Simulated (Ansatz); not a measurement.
A calculation with Ansatz (development build ahead of 0.2.0).

```yaml
crystal:
  periodic: [false, false, false]
  atoms:
    - { symbol: C, position_ang: [0.79644, 0.0, 0.0] }
    - { symbol: C, position_ang: [-0.39822, 0.68973, 0.0] }
    - { symbol: C, position_ang: [-0.39822, -0.68973, 0.0] }
    - { symbol: H, position_ang: [1.34522, 0.0, 0.84315] }
    - { symbol: H, position_ang: [1.34522, 0.0, -0.84315] }
    - { symbol: H, position_ang: [-0.67261, 1.16499, -0.84315] }
    - { symbol: H, position_ang: [-0.67261, 1.16499, 0.84315] }
    - { symbol: H, position_ang: [-0.67261, -1.16499, 0.84315] }
    - { symbol: H, position_ang: [-0.67261, -1.16499, -0.84315] }
basis:
  gaussian: { orbitals: def2-TZVP }
hamiltonian:
  xc: hf
correlation:
  method: mp2
  frozen_orbitals: { C: 1, H: 0 }
```

The input is written out in the form of the current development build from the run's settings.

The run gave:

| Property | Result |
| --- | --- |
| Converged | yes |
| Reference energy | -117.05354 hartree |
| Correlation energy | -0.49371 hartree |
| Total energy | -117.54726 hartree |
| Spin squared of the determinant | 0.000 |

Caution: no unrestricted run beside it, a lower state can exist.
